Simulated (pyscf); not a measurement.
## Four-centre exchange: `[SiH3][S][SiH3]` + `[OH2]` -> `[OH][SiH3]` + `[SiH3][SH]`

Gas phase, singlet surface, charge 0. Bonds broken: Si1–S2, O10–H11. Bonds formed: Si1–O10, S2–H11. Structures and frequencies: ωB97X-D3(BJ)/def2-SVP in PySCF.

Transition state (Å):

```xyz
12

Si    -2.3898     0.5883     0.4077
S     -0.5174    -1.2397     0.3786
Si     0.9226    -0.1341    -0.7109
H     -3.2650     1.7179     0.9001
H     -3.3075    -0.5742     0.4149
H     -1.8406     1.1011    -0.8680
H      2.2469    -0.8200    -0.7004
H      0.5007     0.0474    -2.1322
H      1.1028     1.2317    -0.1226
O     -1.2986     0.8325     1.8900
H     -0.6944    -0.0299     1.7791
H     -1.6760     1.0427     2.7587
```

One imaginary mode, 276i cm⁻¹; descent along it reached the two sides named, in the forms told below.

| bond | change | reactant side (Å) | saddle | product side |
|---|---|---|---|---|
| Si1–S2 | breaks | 2.152 | 2.6 | 4.3 |
| O10–H11 | breaks | 0.969 | 1.059 | 2.287 |
| Si1–O10 | forms | 3.6 | 1.857 | 1.680 |
| S2–H11 | forms | 2.512 | 1.859 | 1.344 |

Electronic energies relative to the separated reactants (eV):

```csv
level,barrier,reaction energy,reverse barrier
ωB97X-D3(BJ)/def2-TZVP,0.97,-0.12,1.09
PBE/def2-TZVP,0.78,-0.21,0.99
r²SCAN/def2-TZVP,0.79,-0.26,1.05
B3LYP-D3(BJ)/def2-TZVP,0.88,-0.27,1.15
PBE0-D3(BJ)/def2-TZVP,0.82,-0.16,0.97
M06-2X/def2-TZVP,0.86,-0.31,1.16
ωB97M-D3(BJ)/def2-TZVP,0.89,-0.28,1.16
HF/def2-TZVP,1.52,-0.47,1.99
```

With ωB97M-D3(BJ)/def2-TZVP energies and thermal terms (ideal gas, 1 atm, RRHO with modes under 100 cm⁻¹ raised to 100, one conformer, R ln 2 for chiral ones without a mode under 150 cm⁻¹), in eV:

```tsv
T (K)	ΔH‡	ΔG‡	ΔH	ΔG
298	0.86	1.34	-0.34	-0.39
600	0.86	1.83	-0.35	-0.44
900	0.88	2.31	-0.35	-0.49
1200	0.91	2.78	-0.34	-0.53
```

On the product side the descent ends in a complex (not fully relaxed), 0.20 eV under the separated species and 1.29 eV under the saddle at ωB97X-D3(BJ)/def2-TZVP. One saddle was located; it need not be the lowest between these sides.
